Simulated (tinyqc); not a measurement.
Inside a calculation. Method: extended Hueckel theory, for CH4. One step of it, computed by the program tinyqc.

Question. Mulliken analysis. P = C n C^T; charge = valence electrons (H 1, C 4) minus the sum of (P S)_ii on the atom; overlap population = 2 sum P_ij S_ij between two atoms.

coefficients:
```
             MO1        MO2        MO3        MO4        MO5        MO6        MO7        MO8
1C 2s   0.621338   0.000000   0.000000   0.000000   0.000000   0.000000   0.000000   1.761949
1C 2px  0.000000   0.329017  -0.397524   0.180520  -0.411319   0.625683   0.913188   0.000000
1C 2py  0.000000  -0.064380   0.179395   0.512385   0.753269   0.872059  -0.258215   0.000000
1C 2pz  0.000000  -0.431820  -0.329632   0.061153   0.811158  -0.492554   0.702843   0.000000
2H 1s   0.170774  -0.093396  -0.306006   0.421252  -0.628772  -0.548113  -0.740396  -0.743499
3H 1s   0.170774   0.461005  -0.138146  -0.219558   1.077343  -0.134237  -0.255498  -0.743499
4H 1s   0.170774   0.021465   0.506442   0.151232  -0.192720  -0.402927   1.021997  -0.743499
5H 1s   0.170774  -0.389074  -0.062291  -0.352927  -0.255852   1.085277  -0.026103  -0.743499
```

occupations: 2.000000  2.000000  2.000000  2.000000  0.000000  0.000000  0.000000  0.000000

overlap S, lower triangle:
```
           1C 2s     1C 2px     1C 2py     1C 2pz     2H 1s     3H 1s     4H 1s     5H 1s
1C 2s   1.000000
1C 2px  0.000000   1.000000
1C 2py  0.000000   0.000000   1.000000
1C 2pz  0.000000   0.000000   0.000000   1.000000
2H 1s   0.517179   0.292108   0.292108   0.292108  1.000000
3H 1s   0.517179   0.292108  -0.292108  -0.292108  0.166495  1.000000
4H 1s   0.517179  -0.292108   0.292108  -0.292108  0.166495  0.166495  1.000000
5H 1s   0.517179  -0.292108  -0.292108   0.292108  0.166495  0.166495  0.166495  1.000000
```

Give: charges; Overlap populations.

Answer.

charges: 1C -0.1748, 2H 0.0437, 3H 0.0437, 4H 0.0437, 5H 0.0437

Overlap populations:

| pair | value |
|---|---|
| 2-1 | 0.804754 |
| 3-1 | 0.804754 |
| 3-2 | -0.042695 |
| 4-1 | 0.804754 |
| 4-2 | -0.042695 |
| 4-3 | -0.042695 |
| 5-1 | 0.804754 |
| 5-2 | -0.042695 |
| 5-3 | -0.042695 |
| 5-4 | -0.042695 |
